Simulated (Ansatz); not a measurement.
# One shape, several levels: BH4O− (SMILES [BH3-]O)

We compute a comparison of 6 runs (HF/STO-3G, UHF/STO-3G, PBE/STO-3G, PBE0/STO-3G, revPBE/STO-3G, CCSDT(Q)/STO-3G) of BH4O−. 

The results are computed with Ansatz 0.2.0.

## 1. The system as given

BH4O− has 6 atoms, charge -1, and is taken as a singlet. As SMILES, `[BH3-]O`. The H3–B1 distance was set to 3.117 Å, away from the relaxed value. At this shape a bond of the SMILES string is far longer than usual.

Bond lengths: B1–O2 1.506 Å, B1–H4 1.218 Å, B1–H5 1.247 Å, O2–H6 0.957 Å. Angles: B1–O2–H6 105.4°, O2–B1–H4 108.0°, O2–B1–H5 110.8°, H4–B1–H5 109.8°.

## 2. The energy at HF/STO-3G (run 1)

job.yaml

```yaml
crystal:
  periodic: [false, false, false]
  atoms:
    - {symbol: B, position_ang: [-1.780817, 0.541578, -0.041435]}
    - {symbol: O, position_ang: [-1.719697, 1.731448, 0.878965]}
    - {symbol: H, position_ang: [1.062740, -0.650510, -0.499740]}
    - {symbol: H, position_ang: [-2.248447, 0.910428, -1.104285]}
    - {symbol: H, position_ang: [-2.495147, -0.357252, 0.444015]}
    - {symbol: H, position_ang: [-1.349377, 1.400588, 1.697415]}
basis:
  gaussian: {orbitals: STO-3G}
hamiltonian: {xc: hf}
accuracy: high
total_charge: -1
```

Run with:

```console
ansatz run job.yaml --threads 1 --pin off --max-ram 2610MiB --events-out events.jsonl --progress --plain --runs-dir runs
```

Log:

```text
Warning: RAYON_NUM_THREADS=1 ignored (pool sized by the plan → 1); use --threads N
Functional definition: HF
  name "HF"
  exchange = exact_x
  correlation = 0
229 factors; integrals over basis functions are off by at most 3.2e-8 eV
mean field evaluation 1: about -2722.4938 eV, gradient 1.5e1 eV
mean field evaluation 2: about -2722.5490 eV, gradient 1.5e1 eV
mean field evaluation 4: about -2724.6599 eV, gradient 1.7e0 eV
mean field evaluation 8: about -2724.6791 eV, gradient 3.7e-4 eV
mean field -2724.67909788 eV, -100.1301099932 hartree, gradient 2.9e-8 eV, S^2 0.000000; 0 other end points of the search recorded, 0 dependent functions left out
reference -2724.67909788 eV, -100.1301099932 hartree; 9, 9 occupied and 5, 5 virtual orbitals, 229 factors
Total energy: -2724.67909788 eV, -100.1301099932 hartree
```

Wall time 0.06 s (1 thread of Arm Neoverse V2, shared host).

## 3. A single-point energy at UHF/STO-3G (run 2)

run.yaml

```yaml
crystal:
  periodic: [false, false, false]
  atoms:
    - symbol: B
      position_ang: [-1.780817, 0.541578, -0.041435]
    - symbol: O
      position_ang: [-1.719697, 1.731448, 0.878965]
    - symbol: H
      position_ang: [1.062740, -0.650510, -0.499740]
    - symbol: H
      position_ang: [-2.248447, 0.910428, -1.104285]
    - symbol: H
      position_ang: [-2.495147, -0.357252, 0.444015]
    - symbol: H
      position_ang: [-1.349377, 1.400588, 1.697415]
basis:
  gaussian:
    orbitals: STO-3G
total_charge: -1
magnetization:
  spin_polarized: true
hamiltonian:
  xc: hf
accuracy: high
```

Run with:

```console
ansatz run run.yaml --threads 1 --pin off --max-ram 2610MiB --events-out events.jsonl --progress --plain --runs-dir runs
```

Log:

```text
Warning: RAYON_NUM_THREADS=1 ignored (pool sized by the plan → 1); use --threads N
Functional definition: HF
  name "HF"
  exchange = exact_x
  correlation = 0
229 factors; integrals over basis functions are off by at most 3.2e-8 eV
mean field evaluation 1: about -2722.4938 eV, gradient 1.1e1 eV
mean field evaluation 2: about -2722.5490 eV, gradient 1.1e1 eV
mean field evaluation 4: about -2724.6599 eV, gradient 1.2e0 eV
mean field evaluation 8: about -2724.6791 eV, gradient 2.1e-2 eV
mean field evaluation 16: about -2725.0852 eV, gradient 2.6e0 eV
mean field evaluation 32: about -2726.7763 eV, gradient 8.9e-2 eV
mean field -2726.85454884 eV, -100.2100563413 hartree, gradient 2.5e-8 eV, S^2 0.965717; 2 other end points of the search recorded, 0 dependent functions left out
reference -2726.85454884 eV, -100.2100563413 hartree; 9, 9 occupied and 5, 5 virtual orbitals, 229 factors
Total energy: -2726.85454884 eV, -100.2100563413 hartree
```

Wall time 0.1 s (1 thread of Arm Neoverse V2, shared host).

Runs 3 to 5 aren't shown in full; the table further down has their settings and results.

## 4. The energy at CCSDT(Q)/STO-3G (run 6)

molecule.yaml

```yaml
basis:
  gaussian:
    orbitals: STO-3G
crystal:
  periodic: [false, false, false]
  atoms:
    - {symbol: B, position_ang: [-1.780817, 0.541578, -0.041435]}
    - {symbol: O, position_ang: [-1.719697, 1.731448, 0.878965]}
    - {symbol: H, position_ang: [1.062740, -0.650510, -0.499740]}
    - {symbol: H, position_ang: [-2.248447, 0.910428, -1.104285]}
    - {symbol: H, position_ang: [-2.495147, -0.357252, 0.444015]}
    - {symbol: H, position_ang: [-1.349377, 1.400588, 1.697415]}
total_charge: -1
correlation:
  method: ccsdt_q
  frozen_orbitals: {B: 1, H: 0, O: 1}
accuracy: high
scf:
  omitted_lower_state_checks: [cluster_reference, increment]
```

Run with:

```console
ansatz run molecule.yaml --threads 1 --pin off --max-ram 2610MiB --events-out events.jsonl --progress --plain --runs-dir runs
```

Log (excerpt; [...] marks lines left out):

```text
Warning: RAYON_NUM_THREADS=1 ignored (pool sized by the plan → 1); use --threads N
Functional definition: HF
  name "HF"
[...]
229 factors; integrals over basis functions are off by at most 3.2e-8 eV
[...]
mean field -2724.67909788 eV, -100.1301099932 hartree, gradient 2.9e-8 eV, S^2 0.000000; 0 other end points of the search recorded, 0 dependent functions left out; unrestricted orbitals would lower it
2 core orbitals not correlated: weight in the atoms' cores, before any rotation towards them, 1.000 or more for the frozen orbitals, at most 0.000 for the correlated occupied ones
reference -2724.67909788 eV, -100.1301099932 hartree; 7, 7 occupied and 5, 5 virtual orbitals, 229 factors
second order -3.14979465 eV of doubles, -0.00000000 eV of singles
cycle   1  -3.18000211 eV  change   -5.4e-1 eV  update   1.7e-1
[...]
cycle  33  -4.78345455 eV  change  -1.0e-10 eV  update  1.3e-10
perturbative correction 0.03233008 eV, 0.0011881086 hartree
WARN: these amplitudes may be one of several solutions (largest doubles amplitude 0.76, level shift 3.32 eV)
Total energy: -2729.43022234 eV, -100.3047105969 hartree
Checks for a lower state left out: cluster_reference, increment
```

It took 0.22 s on 1 thread of Arm Neoverse V2, shared host.

## 5. All runs side by side

```csv
run,level,frozen core orbitals,energy (Eh),wall time
1,HF/STO-3G,–,-100.130110,0.06 s
2,UHF/STO-3G,–,-100.210056,0.1 s
3,PBE/STO-3G,–,-100.678535,0.74 s
4,PBE0/STO-3G,–,-100.675968,0.7 s
5,revPBE/STO-3G,–,-100.794645,0.74 s
6,CCSDT(Q)/STO-3G,2,-100.304711,0.22 s
```

## 6. What came out

```
                                          quantity          value
                               run 6: total energy  -100.30471 Eh
run 6: correlation energy (2 core orbitals frozen)     -174.6 mEh
                              run 6: T1 diagnostic          0.128
```

**Reading.** Totals of different functionals can't be ranked against each other. In run 6 the log says that unrestricted orbitals would lower the reference, so the values rest on an unstable closed-shell determinant (other closed-shell runs at this shape may share the fault). In runs 1, 2, 3, 4, 5, 6 the basis is minimal, so the values are rough. Spin contamination of the reference: run 2 ⟨S²⟩ = 0.97. Where it is this large, the reference is a mixture of spin states, and values that rest on it are in doubt. All runs together took 2.6 s, the longest 0.74 s.
